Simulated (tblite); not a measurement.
Compound: C5H7F.
Geometry (GFN2-xTB, Å), atoms numbered from 1 in this order:
```
atom  x, y, z in Å
C1     2.719   -0.290   -0.098
C2     1.524    0.071    0.241
C3     0.316    0.413    0.567
C4    -0.815    0.512   -0.419
C5    -1.924   -0.483   -0.105
F6    -1.346    1.795   -0.362
H7     3.466    0.431   -0.388
H8     3.024   -1.324   -0.093
H9     0.062    0.660    1.588
H10   -0.449    0.388   -1.446
H11   -2.296   -0.322    0.904
H12   -2.747   -0.355   -0.805
H13   -1.538   -1.495   -0.185
```

Level: GFN2-xTB in tblite, geometry and Hessian alike; calculated harmonic values, unscaled, isolated species. The method is semi-empirical: single wavenumbers can be off by several per cent or more. One conformer, not necessarily the lowest.

Harmonic wavenumbers (cm⁻¹): 42.5, 146.2, 193.3, 284.0, 314.5, 350.2, 431.3, 526.8, 589.8, 844.0, 848.2, 886.1, 926.0, 966.0, 1061.5, 1082.1, 1112.9, 1162.4, 1242.3, 1285.1, 1331.6, 1394.3, 1439.1, 1474.2, 1485.2, 2097.7, 2913.8, 3041.2, 3044.6, 3051.9, 3053.3, 3077.0, 3087.0.

A = 7752, B = 1899, C = 1659 MHz; mass 86.053 u (most abundant isotopes); point group C1, symmetry number 1.

Q: What is the zero-point energy?

A: ½Σν̃ = 22393 cm⁻¹ = 267.88 kJ/mol.

Q: What is S at 200 K and 1 bar for an ideal gas of classical rigid rotors and harmonic oscillators?

A: Translation 156.12, rotation 107.90, vibration 45.81: S = 309.8 J/(mol K).

Q: And Cp and H(200 K) − H(0)?

A: Cp = 85.58 J/(mol K), of which vibrations give 52.32 (their classical limit is 33 R = 274.4); H(200 K) − H(0) = 11.70 kJ/mol without the zero-point energy, 5.04 from vibrations.

Q: What must be added to the electronic energy to get the Gibbs energy at 200 K and 1 bar?

A: ZPE + [H(200 K) − H(0)] − T·S = 267.88 + 11.70 − 61.96 = 217.62 kJ/mol.

Q: How do the functions run with temperature in this model?

A: 
```json
{"T (K)": "50", "S (J/(mol K))": "225.9", "Cp (J/(mol K))": "44.1", "H − H(0) (kJ/mol)": "1.91", "G − H(0) (kJ/mol)": "-9.39", "ln q(vib)": "0.37"}
{"T (K)": "100", "S (J/(mol K))": "260.8", "Cp (J/(mol K))": "58.4", "H − H(0) (kJ/mol)": "4.47", "G − H(0) (kJ/mol)": "-21.61", "ln q(vib)": "1.01"}
{"T (K)": "298.15", "S (J/(mol K))": "348.9", "Cp (J/(mol K))": "112.0", "H − H(0) (kJ/mol)": "21.38", "G − H(0) (kJ/mol)": "-82.64", "ln q(vib)": "3.98"}
{"T (K)": "373.15", "S (J/(mol K))": "376.2", "Cp (J/(mol K))": "131.9", "H − H(0) (kJ/mol)": "30.53", "G − H(0) (kJ/mol)": "-109.84", "ln q(vib)": "5.15"}
{"T (K)": "500", "S (J/(mol K))": "419.0", "Cp (J/(mol K))": "161.4", "H − H(0) (kJ/mol)": "49.20", "G − H(0) (kJ/mol)": "-160.31", "ln q(vib)": "7.14"}
{"T (K)": "750", "S (J/(mol K))": "492.9", "Cp (J/(mol K))": "203.0", "H − H(0) (kJ/mol)": "95.12", "G − H(0) (kJ/mol)": "-274.58", "ln q(vib)": "10.99"}
{"T (K)": "1000", "S (J/(mol K))": "555.4", "Cp (J/(mol K))": "230.6", "H − H(0) (kJ/mol)": "149.54", "G − H(0) (kJ/mol)": "-405.82", "ln q(vib)": "14.62"}
```

q(vib) and H(0) count from the zero-point level.

Hindered rotation and anharmonicity are outside this model. Other conformers, if any are populated, would add a mixing term that is left out. The structure is chiral; the term R ln 2 for an equal mix with its mirror image is left out.
